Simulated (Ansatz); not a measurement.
# CoPtO₂: experiment and calculation

**The experiment to reproduce.**

From “Nearly-free electrons in a 5d delafossite oxide metal”, 2015, arxiv:1510.02439, for a powder of CoPtO2: lattice constant a 2.82259 ± 0.00005 Å; lattice constant c 17.8084 ± 0.0003 Å.

How close the calculation comes is told below.

Computed with DFT r2SCAN, scalar-relativistic, plane waves, PAW (Ansatz 0.2.0).

Plane waves to 500 eV, a k mesh through Γ of 18×18×18 on the computed 4-atom cell and Gaussian smearing (0.10 eV); no spin polarisation.

Relaxed structure, symmetry kept:

```
Co Pt O
1.0
     1.41114    0.81472    5.93042
    -1.41114    0.81472    5.93042
     0.00000   -1.62944    5.93042
Co Pt O
1 1 2
Cartesian
  0.0000 0.0000 8.8956
  0.0000 0.0000 0.0000
  0.0000 0.0000 15.7927
  0.0000 0.0000 1.9986
```

* Space group: R-3m (No. 166)
* Volume per atom: 10.23 Å³
* Formation energy from the elements' standard states (uncorrected): -1.084 eV/atom
* Generalised Kohn–Sham band gap: none (metal)
* Density of states at the Fermi level: 0.35 states/eV per cell
* Löwdin character within 0.5 eV of the Fermi level: Pt 5d 55 %, Co 3d 26 %
* Bulk modulus: 256 GPa
* Its pressure derivative: 4.8
* Bader charges (e): Co (1 in the cell) 1.47, Pt (1 in the cell) 0.49, O (2 in the cell) -0.98

Spin-orbit coupling is left out, which matters for the bands of heavy elements.

A ferromagnetic start lost its moments in a first run, so spin was left out; other magnetic orders weren't tried.

A measured lattice constant a of CoPtO2 is 2.82259 Å (powder; the paper above); the calculated 2.822 Å misses it by 0.0 %. 2 values of this kind are on record (2.82 to 2.82259 Å); this one was drawn at random, those with a stated uncertainty first. Against the measured lattice constant c of CoPtO2, 17.8084 Å (powder; the paper above), the calculated 17.791 Å is off by -0.1 %. 3 values of this kind are on record (17.8 to 17.8084 Å); this one was drawn at random among those near their median, those with a stated uncertainty first. The calculation is for 0 K without zero-point motion.